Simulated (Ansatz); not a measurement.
# CH7PSi: basis-set convergence

How large a basis does CH7PSi need? Two functionals are run in growing sets.

Method: one geometry, several basis sets; program: Ansatz 0.2.0, Gaussian basis.

The runs, in order: PBE0-D4/def2-SVP; ωB97M-V/def2-SVP; PBE0-D4/def2-QZVPP; ωB97M-V/def2-QZVPP; the functionals' def2-TZVPP values are taken from earlier runs.

### Step 1. The relaxed structure

The geometry comes from an earlier relaxation with PBE0-D4 in a triple-zeta def2 set; it is a stationary point, not always the lowest conformer.

SMILES `C[SiH2]P`, 10 atoms, charge 0, spin multiplicity 1.

Atoms are counted from 1 here; the program's logs count them from 0.

Bond lengths: C1–Si2 1.871 Å, C1–H4 1.093 Å, C1–H5 1.092 Å, C1–H6 1.092 Å, Si2–P3 2.258 Å, Si2–H7 1.489 Å, Si2–H8 1.489 Å, P3–H9 1.421 Å, P3–H10 1.421 Å. Angles: Si2–C1–H4 110.6°, Si2–C1–H5 110.8°, Si2–C1–H6 110.8°, H4–C1–H5 108.1°, H4–C1–H6 108.3°, H5–C1–H6 108.2°, C1–Si2–P3 109.3°, C1–Si2–H7 110.2°, C1–Si2–H8 110.5°, P3–Si2–H7 112.3°, P3–Si2–H8 106.6°, H7–Si2–H8 107.9°, Si2–P3–H9 94.0°, Si2–P3–H10 93.9°, H9–P3–H10 93.5°.

Coordinates:

```xyz
10
CH7PSi
C    -1.0114    0.6776   -0.9061
Si   -0.1437   -0.6466    0.0910
P     1.2559    0.3295    1.5704
H    -1.7290    0.2301   -1.5978
H    -0.2934    1.2570   -1.4911
H    -1.5503    1.3651   -0.2505
H     0.5638   -1.5924   -0.8161
H    -1.1295   -1.4275    0.8883
H     1.8889   -0.8909    1.9283
H     2.2317    0.6469    0.5868
```

### Step 2. PBE0-D4 in def2-SVP

The input, in.yaml:

```yaml
crystal:
  periodic: [false, false, false]
  atoms:
    - {symbol: C, position_ang: [-1.011422, 0.677609, -0.906142]}
    - {symbol: Si, position_ang: [-0.143721, -0.646638, 0.090983]}
    - {symbol: P, position_ang: [1.255918, 0.329450, 1.570375]}
    - {symbol: H, position_ang: [-1.729046, 0.230130, -1.597781]}
    - {symbol: H, position_ang: [-0.293366, 1.256957, -1.491129]}
    - {symbol: H, position_ang: [-1.550293, 1.365089, -0.250530]}
    - {symbol: H, position_ang: [0.563787, -1.592372, -0.816077]}
    - {symbol: H, position_ang: [-1.129534, -1.427509, 0.888341]}
    - {symbol: H, position_ang: [1.888898, -0.890883, 1.928289]}
    - {symbol: H, position_ang: [2.231679, 0.646869, 0.586774]}
basis:
  gaussian: {orbitals: def2-SVP}
hamiltonian: {xc: pbe0, dispersion: d4}
output: {orbitals: {seedname: orbitals}}
```

Run with:

```
$ ansatz run in.yaml --threads 2 --pin off --events-out ev --progress --plain --max-ram 4352MiB
```

The runs that follow: ωB97M-V in def2-SVP; PBE0-D4 in def2-QZVPP; ωB97M-V in def2-QZVPP.

Q: Predict the results of all the runs planned. Wanted: PBE0-D4: double and triple zeta above quadruple; ωB97M-V: double and triple zeta above quadruple.

As calculated:

| quantity | value |
| --- | --- |
| PBE0-D4: double and triple zeta above quadruple | 7.89, 0.63 eV |
| ωB97M-V: double and triple zeta above quadruple | 8.00, 0.60 eV |

PBE0-D4 gains 7.26 eV from double to triple zeta, then 0.63 eV more. Total energies overstate the basis error of differences, where much of it tends to cancel. The LUMO of ωB97M-V is positive and keeps falling with the basis (2.66 to 1.50 eV): an unbound level that the basis holds in place.
